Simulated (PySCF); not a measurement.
# Vertical excitation energies

Methacrylonitrile, C₄H₅N.
InChI=1S/C4H5N/c1-4(2)3-5/h1H2,2H3

The calculation used PySCF 2.14.0, density-fitted response routines, TDDFT PBE0/def2-SVPD, vertical, gas phase, core orbitals frozen in the response. Geometry: GFN2-xTB; no solvent, vibrations or thermal averaging.

Q: List the vertical singlet excitations with oscillator strengths and describe the spectrum.

A: 

```csv
state,E (eV),λ (nm),ν̃ (cm⁻¹),f,|μ| (D),symmetry,"main configurations (H = HOMO, L = LUMO)"
S1,6.38,194.4,51450,0.319,3.63,A′,H→L (91%)
S2,6.48,191.2,52290,0.0000,0.00,–,H-1→L (96%)
S3,7.22,171.6,58270,0.0015,0.24,–,H→L+2 (90%)
S4,7.43,166.9,59930,0.0021,0.27,A″,"H-2→L (58%), H→L+1 (38%)"
S5,7.45,166.3,60120,0.0091,0.57,A″,"H→L+1 (60%), H-2→L (37%)"
S6,7.87,157.5,63480,0.066,1.49,A′,"H-3→L (84%), H-1→L+2 (9%)"
```

Triplets (Tamm–Dancoff): T1 3.71 eV, H→L (96%); T2 6.06 eV, H-1→L (84%).

The lowest singlet lies at 6.38 eV (194 nm, vacuum ultraviolet) and is strong; its leading configuration is HOMO→LUMO (91%). The lowest level is also the most intense of those listed (f = 0.319). Löwdin shares by element: HOMO carbon 69% or more, nitrogen 17%; LUMO carbon 68% or more, nitrogen 16% (atoms not listed hold the other 16%). Orbital energies (eV): HOMO-3 -10.53, HOMO-2 -10.33, HOMO-1 -9.74, HOMO -8.13, LUMO -1.42, LUMO+1 0.52, LUMO+2 0.85. The oscillator strengths of these states sum to 0.398; summed over the whole spectrum of an exact calculation they would give the number of electrons, 36 (Thomas–Reiche–Kuhn). Weighted by f, the mean energy of these states is 6.66 eV. Symmetry labels in Cs follow from the direction of the transition dipole and are given only for states with f of 0.002 or more. The window holds the lowest 6 singlets.
